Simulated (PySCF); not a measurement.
# C2H6O2S: the cost of one run

The runs use PySCF 2.14.0, with density-fitted response routines of our own; the level of theory stands in each step. All values are computed, except where a source is named. Atoms are numbered from 0 throughout.

### 1 The molecule as given

11 atoms, charge 0, multiplicity 1; geometry from: GFN2-xTB. The atoms were then displaced at random by about 0.01 Å, so the start is not that level's minimum.

Bonds of the start (Å): C0–S1 1.82, S1–C2 1.82, S1–O3 1.44, S1–O4 1.44, C0–H5 1.12, C0–H6 1.07, C0–H7 1.07, C2–H8 1.06, C2–H9 1.07, C2–H10 1.10.

### 2 Geometry optimisation at PBE0-D3(BJ)/def2-SVP

The job: settings as JSON, then the geometry in Å.

```
{"job": {"xc": "PBE0", "basis": "def2-SVP", "d3": "d3bj", "grid": 1, "shake": 0.01, "kind": "geom"}, "charge": 0, "multiplicity": 1}
C      1.344670     0.585460    -0.034390
S      0.067890    -0.625700    -0.500100
C     -1.404250    -0.096490     0.437100
O      0.527630    -1.903710    -0.018370
O     -0.214780    -0.492110    -1.908880
H      0.962210     1.590990    -0.343410
H      2.248580     0.365060    -0.564200
H      1.495490     0.559080     1.025480
H     -2.190200    -0.780010     0.246670
H     -1.653800     0.902200     0.137310
H     -1.145320    -0.130600     1.507130
```

Command:

```
$ OMP_NUM_THREADS=1 python probes_run.py task.json out
```

The driver reads the jobs from task.json and runs them one after another.

**Question.** How long does this first job take on 1 thread of Arm Neoverse N1, shared host, and how much memory does it need?

About 50 s, with a peak of 0.44 GiB.
